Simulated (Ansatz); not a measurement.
# One shape, several levels: singlet AlO+

We compute a comparison of 6 runs (HF/6-31G, wB97X/6-31G, MP2/3-21G, MP2/6-31G, CCSDT/6-31G, CCSD(T)/3-21G) of singlet AlO+. 

The calculation is run with Ansatz 0.2.0.

48 further runs of the same task are left out: 2 that didn't finish, 46 set aside as unsound or not needed.

## (1) The molecule

AlO+ has 2 atoms, charge +1, and is taken as a singlet. SMILES of the parent species: `[O]=[Al]`. The shape is that of a PBE0-D4/def2-TZVP optimisation. That shape belongs to the parent species and isn't relaxed for this state.

Bond lengths: O1–Al2 1.620 Å.

## (2) The energy at HF/6-31G (run 1)

Input file job.yaml:

```yaml
crystal:
  periodic: [false, false, false]
  atoms:
    - {symbol: O, position_ang: [0.000000, -0.000000, -0.024920]}
    - {symbol: Al, position_ang: [-0.000000, 0.000000, 1.594970]}
basis:
  gaussian:
    orbitals: 6-31G
total_charge: 1
hamiltonian:
  xc: hf
accuracy: high
```

Started as:

```
$ ansatz run job.yaml --threads 1 --pin off --max-ram 3480MiB --events-out events.jsonl --progress --plain --runs-dir runs
```

The program printed:

```text
Warning: RAYON_NUM_THREADS=1 ignored (pool sized by the plan → 1); use --threads N
Functional definition: HF
  name "HF"
  exchange = exact_x
  correlation = 0
414 factors; integrals over basis functions are off by at most 2.8e-9 eV
mean field evaluation 1: about -8587.5953 eV, gradient 8.8e1 eV
mean field evaluation 2: about -8587.6115 eV, gradient 8.8e1 eV
mean field evaluation 4: about -8604.3686 eV, gradient 2.4e1 eV
mean field evaluation 8: about -8606.8031 eV, gradient 1.3e0 eV
mean field evaluation 16: about -8606.8169 eV, gradient 1.5e-8 eV
mean field evaluation 32: about -8603.9313 eV, gradient 5.0e0 eV
mean field evaluation 64: about -8606.8151 eV, gradient 3.9e-1 eV
mean field -8606.81690838 eV, -316.2946874728 hartree, gradient 1.7e-8 eV, S^2 0.000000; 0 other end points of the search recorded, 0 dependent functions left out
reference -8606.81690838 eV, -316.2946874728 hartree; 10, 10 occupied and 12, 12 virtual orbitals, 414 factors
Total energy: -8606.81690838 eV, -316.2946874728 hartree
```

Run time: 0.22 s. Hardware: 1 thread of Intel Xeon Platinum 8488C (Sapphire Rapids), shared host.

## (3) A single-point energy at wB97X/6-31G (run 2)

Input file run.yaml:

```yaml
crystal:
  periodic: [false, false, false]
  atoms:
    - {symbol: O, position_ang: [0.000000, -0.000000, -0.024920]}
    - {symbol: Al, position_ang: [-0.000000, 0.000000, 1.594970]}
basis:
  gaussian:
    orbitals: 6-31G
total_charge: 1
hamiltonian:
  xc: {name: wB97X}
accuracy: high
```

Started as:

```
$ ansatz run run.yaml --threads 1 --pin off --max-ram 3480MiB --events-out events.jsonl --progress --plain --runs-dir runs
```

The program printed:

```text
Warning: RAYON_NUM_THREADS=1 ignored (pool sized by the plan → 1); use --threads N
Functional definition: wB97X
  name "wB97X"
  parameter omega = 0.3/bohr
  parameter cx = 0.157706
  parameter cx1 = 0.726479
  parameter cx2 = 1.04760
  parameter cx3 = -5.70635
  parameter cx4 = 13.2794
  parameter css1 = -4.33879
  parameter css2 = 18.2308
  parameter css3 = -31.7430
  parameter css4 = 17.2901
  parameter cos1 = 2.37031
  parameter cos2 = -11.3995
  parameter cos3 = 6.58405
  parameter cos4 = -3.78132
  exchange = spin_sum(e_x_unif_sr(omega)*poly(b97_u_x, 1 - cx, cx1, cx2, cx3, cx4)) + cx*exact_x_sr(omega)
      + exact_x_lr(omega)
  correlation = spin_sum(e_c_pw_same_spin*poly(b97_u_same, 1, css1, css2, css3, css4))
      + integral(e_c_pw_opposite_spin*poly(b97_u_opposite, 1, cos1, cos2, cos3, cos4))
414 factors; integrals over basis functions are off by at most 2.8e-9 eV
159 factors; integrals over basis functions are off by at most 1.4e-9 eV
mean field evaluation 1: about -8601.1625 eV, gradient 1.1e2 eV
mean field evaluation 2: about -8435.1678 eV, gradient 1.9e2 eV
mean field evaluation 4: about -8628.9312 eV, gradient 1.1e1 eV
mean field evaluation 8: about -8629.6044 eV, gradient 3.7e-1 eV
mean field evaluation 16: about -8629.6049 eV, gradient 7.6e-5 eV
mean field -8629.60489626 eV, -317.1321305811 hartree, gradient 1.6e-8 eV, S^2 0.000000; 0 other end points of the search recorded, 0 dependent functions left out
reference -8629.60489335 eV, -317.1321304744 hartree; 10, 10 occupied and 12, 12 virtual orbitals, 414 factors
Total energy: -8629.60489335 eV, -317.1321304744 hartree
```

It took 2.3 s on 1 thread of Intel Xeon Platinum 8488C (Sapphire Rapids), shared host; peak memory 0.2 GiB.

## (4) A single-point energy at MP2/3-21G (run 3)

Input file input.yaml:

```yaml
crystal:
  periodic: [false, false, false]
  atoms:
    - symbol: O
      position_ang: [0.000000, -0.000000, -0.024920]
    - symbol: Al
      position_ang: [-0.000000, 0.000000, 1.594970]
basis:
  gaussian:
    orbitals: 3-21G.json
correlation:
  method: mp2
  frozen_orbitals: {Al: 5, O: 1}
accuracy: high
total_charge: 1
```

The basis set 3-21G is read from a file made from the Basis Set Exchange's data (not shown).

Started as:

```
$ ansatz run input.yaml --threads 1 --pin off --max-ram 3480MiB --events-out events.jsonl --progress --plain --runs-dir runs
```

The program printed:

```text
Warning: RAYON_NUM_THREADS=1 ignored (pool sized by the plan → 1); use --threads N
[... 4 set-up lines as earlier in the session ...]
410 factors; integrals over basis functions are off by at most 3.8e-9 eV
mean field evaluation 1: about -8543.4313 eV, gradient 8.9e1 eV
mean field evaluation 2: about -8543.4325 eV, gradient 8.9e1 eV
mean field evaluation 4: about -8558.4050 eV, gradient 2.7e1 eV
mean field evaluation 8: about -8561.2395 eV, gradient 1.4e0 eV
mean field evaluation 16: about -8561.2432 eV, gradient 3.6e-8 eV
mean field evaluation 32: about -8560.9275 eV, gradient 7.4e0 eV
mean field evaluation 64: about -8545.3591 eV, gradient 4.3e-1 eV
mean field -8561.24319396 eV, -314.6198843590 hartree, gradient 3.6e-8 eV, S^2 0.000000; 6 other end points of the search recorded, 0 dependent functions left out; unrestricted orbitals would lower it
unrestricted determinant -8563.65343125 eV, -314.7084589457 hartree, S^2 1.0108
6 core orbitals not correlated: weight in the atoms' cores, before any rotation towards them, 1.000 or more for the frozen orbitals, at most 0.000 for the correlated occupied ones
reference -8561.24319396 eV, -314.6198843590 hartree; 4, 4 occupied and 12, 12 virtual orbitals, 410 factors
second order -5.23871452 eV of doubles, -0.00000000 eV of singles
Total energy: -8566.48190848 eV, -314.8124035666 hartree
```

Run time: 0.24 s. Hardware: 1 thread of Intel Xeon Platinum 8488C (Sapphire Rapids), shared host.

Runs 4 to 5 aren't shown in full; the table further down has their settings and results.

## (5) A single-point energy at CCSD(T)/3-21G (run 6)

Changes to run.yaml since step 3:

```diff
@@ -7,6 +7,9 @@
   gaussian:
-    orbitals: 6-31G
+    orbitals: 3-21G.json
 total_charge: 1
-hamiltonian:
-  xc: {name: wB97X}
+correlation:
+  method: ccsd_t
+  frozen_orbitals: {Al: 5, O: 1}
 accuracy: high
+scf:
+  omitted_lower_state_checks: [cluster_reference, increment]
```

The basis set 3-21G is read from a file made from the Basis Set Exchange's data (not shown).

Started as:

```
$ ansatz run run.yaml --threads 1 --pin off --max-ram 3480MiB --events-out events.jsonl --progress --plain --runs-dir runs
```

The program printed:

```text
Warning: RAYON_NUM_THREADS=1 ignored (pool sized by the plan → 1); use --threads N
[... 4 set-up lines as earlier in the session ...]
these checks for a lower state are left out or cut short: cluster_reference, increment
410 factors; integrals over basis functions are off by at most 3.8e-9 eV
mean field evaluation 1: about -8543.4313 eV, gradient 8.9e1 eV
mean field evaluation 2: about -8543.4325 eV, gradient 8.9e1 eV
mean field evaluation 4: about -8558.4050 eV, gradient 2.7e1 eV
mean field evaluation 8: about -8561.2395 eV, gradient 1.4e0 eV
mean field evaluation 16: about -8561.2432 eV, gradient 3.6e-8 eV
mean field evaluation 32: about -8560.9275 eV, gradient 7.4e0 eV
mean field evaluation 64: about -8545.3591 eV, gradient 4.3e-1 eV
mean field -8561.24319396 eV, -314.6198843590 hartree, gradient 3.6e-8 eV, S^2 0.000000; 6 other end points of the search recorded, 0 dependent functions left out; unrestricted orbitals would lower it
6 core orbitals not correlated: weight in the atoms' cores, before any rotation towards them, 1.000 or more for the frozen orbitals, at most 0.000 for the correlated occupied ones
reference -8561.24319396 eV, -314.6198843590 hartree; 4, 4 occupied and 12, 12 virtual orbitals, 410 factors
second order -5.23871452 eV of doubles, -0.00000000 eV of singles
cycle   1  -4.65135378 eV  change    2.6e-1 eV  update   1.6e-1
cycle   2  -5.16523467 eV  change   -5.1e-1 eV  update   7.3e-2
cycle   3  -5.43652711 eV  change   -2.7e-1 eV  update   5.3e-2
cycle   4  -5.43219460 eV  change    4.3e-3 eV  update   1.5e-2
cycle   5  -5.45487647 eV  change   -2.3e-2 eV  update   6.7e-3
cycle   6  -5.45757656 eV  change   -2.7e-3 eV  update   1.6e-3
cycle   7  -5.45618678 eV  change    1.4e-3 eV  update   5.2e-4
cycle   8  -5.45691137 eV  change   -7.2e-4 eV  update   3.3e-4
cycle   9  -5.45640161 eV  change    5.1e-4 eV  update   1.8e-4
cycle  10  -5.45621931 eV  change    1.8e-4 eV  update   6.1e-5
cycle  11  -5.45624951 eV  change   -3.0e-5 eV  update   2.0e-5
cycle  12  -5.45623091 eV  change    1.9e-5 eV  update   1.0e-5
cycle  13  -5.45623794 eV  change   -7.0e-6 eV  update   4.8e-6
cycle  14  -5.45623294 eV  change    5.0e-6 eV  update   1.6e-6
cycle  15  -5.45623095 eV  change    2.0e-6 eV  update   4.7e-7
cycle  16  -5.45623182 eV  change   -8.7e-7 eV  update   2.0e-7
cycle  17  -5.45623172 eV  change    1.0e-7 eV  update   1.1e-7
cycle  18  -5.45623152 eV  change    2.0e-7 eV  update   7.2e-8
cycle  19  -5.45623113 eV  change    3.9e-7 eV  update   7.6e-8
cycle  20  -5.45623115 eV  change   -2.3e-8 eV  update   3.8e-8
cycle  21  -5.45623107 eV  change    8.1e-8 eV  update   2.1e-8
cycle  22  -5.45623106 eV  change    1.1e-8 eV  update   5.6e-9
cycle  23  -5.45623107 eV  change   -7.1e-9 eV  update   3.1e-9
cycle  24  -5.45623108 eV  change   -6.9e-9 eV  update   1.9e-9
cycle  25  -5.45623108 eV  change   -1.8e-9 eV  update  8.5e-10
cycle  26  -5.45623107 eV  change    2.1e-9 eV  update  5.2e-10
cycle  27  -5.45623107 eV  change  -6.6e-11 eV  update  2.0e-10
perturbative correction -0.36198007 eV, -0.0133025222 hartree
WARN: these amplitudes may be one of several solutions (largest doubles amplitude 0.29, level shift 1.48 eV)
Total energy: -8567.06140511 eV, -314.8336996748 hartree
Checks for a lower state left out: cluster_reference, increment
```

It took 0.28 s on 1 thread of Intel Xeon Platinum 8488C (Sapphire Rapids), shared host.

## (6) Overview of the runs

```csv
run,level,frozen core orbitals,energy (Eh),wall time
1,HF/6-31G,–,-316.294687,0.22 s
2,wB97X/6-31G,–,-317.132130,2.3 s
3,MP2/3-21G,6,-314.812404,0.24 s
4,MP2/6-31G,6,-316.487551,0.3 s
5,CCSDT/6-31G,6,-316.507991,0.61 s
6,CCSD(T)/3-21G,6,-314.833700,0.28 s
```

## (7) Summary of results

| quantity | value |
| --- | --- |
| run 6: total energy | -314.83370 Eh |
| run 6: correlation energy (6 core orbitals frozen) | -213.8 mEh |
| run 6: (T) correction | -13.30 mEh |
| run 6: T1 diagnostic | 0.066 |

In words: Below the HF energy at the same shape and in the same basis (6-31G): MP2 -192.9 mEh; CCSDT -213.3 mEh. In run 6 the T1 diagnostic is large, so a single reference may not serve. In runs 3, 4, 5, 6 the log says that unrestricted orbitals would lower the reference, so the values rest on an unstable closed-shell determinant (other closed-shell runs at this shape may share the fault). All runs together took 4 s, the longest 2.3 s.
